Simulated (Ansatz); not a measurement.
```yaml
crystal:
  periodic: [false, false, false]
  atoms:
    - {symbol: Mn, position_ang: [-0.099973, 0.056884, 0.000539]}
    - {symbol: O, position_ang: [1.558681, -0.281913, -0.009874]}
    - {symbol: Cl, position_ang: [-0.468957, 2.012227, -0.001706]}
    - {symbol: Cl, position_ang: [-0.079533, -1.973152, 0.005327]}
basis:
  gaussian: {orbitals: def2-TZVP}
magnetization: {spin_polarized: true, initial_magnetization: 5}
hamiltonian: {xc: pbe0}
relax: {f_tol: 0.004, max_steps: 80}
```

```sh
$ ansatz run in.yaml --threads 1 --pin off --events-out ev --progress --plain --max-ram 2176MiB
```

Steps of the relaxation (energy above the last step; positions in Å, forces in eV/Å):

```
4
step 1, 512.6 meV
Mn   -0.100    0.057    0.001   -0.660   -0.810    0.006
O     1.559   -0.282   -0.010    1.739    0.091   -0.012
Cl   -0.469    2.012   -0.002   -0.700    3.475   -0.004
Cl   -0.080   -1.973    0.005   -0.379   -2.756    0.009
```

```
4
step 2, 67.9 meV
Mn   -0.088    0.050    0.000   -0.657    0.037    0.004
O     1.593   -0.291   -0.010    0.827    0.056   -0.006
Cl   -0.508    2.164   -0.002    0.013   -0.112    0.000
Cl   -0.087   -2.110    0.006   -0.183    0.019    0.001
```

```
4
step 3, 24.3 meV
Mn   -0.025    0.021    0.000   -0.661   -0.122    0.005
O     1.702   -0.190   -0.011    0.532   -0.011   -0.004
Cl   -0.541    2.110   -0.001    0.088   -0.094    0.000
Cl   -0.225   -2.127    0.007    0.041    0.227   -0.001
```

```
4
step 8, 0.0 meV
Mn   -0.076   -0.056    0.001    0.005    0.000    0.000
O     1.687    0.000   -0.011   -0.003    0.000    0.000
Cl   -0.421    2.057   -0.002   -0.001    0.000    0.000
Cl   -0.280   -2.188    0.007   -0.002    0.000    0.000
```

```
4
step 9, 0.0 meV
Mn   -0.075   -0.056    0.001    0.000    0.000    0.000
O     1.688    0.001   -0.011    0.000    0.000    0.000
Cl   -0.422    2.057   -0.002    0.000    0.000    0.000
Cl   -0.281   -2.188    0.007    0.000    0.000    0.000
```

Close pairs at the end: Mn1–O2 1.765 Å, Mn1–Cl4 2.141 Å, Mn1–Cl3 2.141 Å.

A stationary point of unrestricted PBE0 after 9 steps, with ⟨S²⟩ = 8.818 against 8.75 for a pure state; no frequencies were run, so it isn't proven a minimum. 3.6 min on 1 thread of Arm Neoverse V2, shared host.
